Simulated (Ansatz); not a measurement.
# [GeH3···H···CH2], triplet in cc-pVDZ: errors against UCCSDT(Q)

Geometry: a point of a hydrogen-transfer path between rigid fragments, not a stationary point.

```yaml
atoms:
  - { symbol: Ge, position_ang: [-0.4786, 0.0000, 0.0000] }
  - { symbol: H, position_ang: [-0.9900, 1.4466, 0.0000] }
  - { symbol: H, position_ang: [-0.9900, -0.7233, 1.2528] }
  - { symbol: H, position_ang: [-0.9900, -0.7233, -1.2528] }
  - { symbol: H, position_ang: [1.1134, 0.0000, 0.0000] }
  - { symbol: C, position_ang: [2.5524, 0.0000, 0.0000] }
  - { symbol: H, position_ang: [2.9669, 0.0000, 0.9962] }
  - { symbol: H, position_ang: [2.9669, 0.0000, -0.9962] }
```

Basis cc-pVDZ; Ansatz 0.2.0. Correlated methods freeze the noble-gas cores and the filled d shells of p-block atoms, which leaves 14 electrons in 56 orbitals. R marks a restricted (for open shells ROHF) determinant, U an unrestricted one. No spin–orbit coupling is included, and no scalar relativity.

Full CI isn't at hand for all of this; UCCSDT(Q) serves as the reference, and is uncertain by about the last step of the cluster series.

The UHF ⟨S²⟩ is 2.039, the T1 diagnostic (RCCSD) is 0.0242 and the largest doubles amplitude (RCCSD) is 0.035. The T1 diagnostic (UCCSD) is 0.0147.

Problem. From what is known of these methods and the diagnostics, rank them by the size of their error in total energy against UCCSDT(Q) in cc-pVDZ, smallest first (an estimate: the text doesn't fix the numbers).
A. UCCSDT
B. UCCSD(T)
C. UMP2
D. UHF
E. UCCSD

Solution. A (0.16 kcal/mol), B (0.88 kcal/mol), E (4.50 kcal/mol), C (35.75 kcal/mol), D (175.19 kcal/mol).

All errors are against UCCSDT(Q) in cc-pVDZ. Within each family the higher level lies nearer, as is usual though not guaranteed.
